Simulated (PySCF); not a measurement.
Work out the structure from these simulated measurements.

Formula: C3H6F2.

| Item | Value |
| --- | --- |
| 13C NMR | chemical shifts (computed TMS as zero) by class: 130.6 (1 C), 26.6 (2 C) ppm [GIAO B97-2/pcSseg-2] |
| Rotational structure | rotational constants A, B, C: 5.181, 4.877, 4.846 GHz [PBE0-D3(BJ)/def2-TZVP] |
| Triplet | lowest triplet excitation (Tamm–Dancoff): 8.64 eV [TDA CAM-B3LYP/aug-cc-pVTZ] |
| NMR, other nuclei | isotropic shieldings of nuclei other than C and H, by class: 280 (2 F) ppm [GIAO B97-2/pcSseg-2] |
| 1H NMR | chemical shifts (computed TMS as zero) by class: 1.49 (6 H) ppm [GIAO B97-2/pcSseg-2] |
| Dipole | 2.45 D [CAM-B3LYP/aug-cc-pVTZ] |
| UV, first state | lowest singlet excitation: 8.74 eV (142 nm, f = 0.037) [TDDFT CAM-B3LYP/aug-cc-pVTZ] |
| UV, strongest line | among the 10 lowest singlet transitions: S9 at 10.22 eV (121 nm, f = 0.136) [TDDFT CAM-B3LYP/aug-cc-pVTZ] |
| Polarisability | 41.0 au [CAM-B3LYP/aug-cc-pVTZ] |

Electronic properties: PySCF, gas phase, density fitting. Levels stand in brackets. Geometry: PBE0-D3(BJ)/def2-TZVP; no solvent, vibrations or thermal averaging. Each NMR value is the plain mean over a class of atoms that symmetry, rotation or inversion makes alike.

Question: Give a SMILES that accounts for the data.

Answer: Numbering: `[CH3:1][C:2]([CH3:3])([F:4])[F:5]`. Its formula, C3H6F2, gives 0 degrees of unsaturation, so no ring and no π bond. 3 carbons fall into 2 classes; from least to most shielded: CF2 carbon [C2] (130.6 ppm), methyl carbon [C1/C3] (26.6 ppm, 2 C). All hydrogens form one class (1.49 ppm): methyl hydrogen. The other shieldings belong to: 280 ppm, fluorine of a CF2 group [F4/F5]. The optimised geometry has point group C2v and is an asymmetric top. Structure: 2,2-difluoropropane, `CC(C)(F)F`. Computed isomers that give other values at the same levels: `FCCCF` (lowest singlet excitation: 8.55 eV (145 nm, f = 0.000)). The assignments are read from this structure; whether some other isomer fits the data as well wasn't checked.
